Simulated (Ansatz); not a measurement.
Down a group: vertical ionisation energies of Al–CH$_{3}$, H$_{3}$C–Ga

Ansatz 0.2.0, basis cc-pVDZ; geometries are PBE0/def2-TZVP minima. Wave-function levels freeze the cores with the filled d shells of p-block atoms; HF, MP2 and coupled cluster are restricted for singlets and unrestricted otherwise, restricted open-shell where a d shell is frozen. The reference is CCSDT(Q) (coupled cluster only where its series has nearly closed). An error is the level's value less the reference. None of these values is a measured one. Energies are electronic, without zero-point terms. No spin–orbit coupling and no scalar relativity. The set is small: such energies can lie up to about 0.3 eV from the limit, spin gaps mostly less, so near ties and functionals' places can change in larger sets. The species are chosen: bound, without strong static correlation by their natural occupations or amplitudes, in their lowest spin state as far as vertical gaps and like structures tell, with only the lowest ion state computed, and with a ladder that closes on the reference, so errors are smaller than for species at large; levels whose determinant breaks symmetry or spin markedly are left out.

```
        species                                    bonds (Å)                            quantity  symmetry of the states  reference  value (eV)  error CCSD  error CCSD(T)  error CCSDT
Al–CH3, singlet  C–Al 1.988, C–H 1.098, angles at C 107/112°  vertical ionisation to the doublet                       –   CCSDT(Q)       7.677      -0.013          0.000       -0.001
H3C–Ga, singlet  C–Ga 2.035, C–H 1.097, angles at C 108/111°  vertical ionisation to the doublet                       –   CCSDT(Q)       7.688      -0.006         -0.001       -0.001
```

Al and Ga lie within 0.05 eV, too close for this set-up to order.
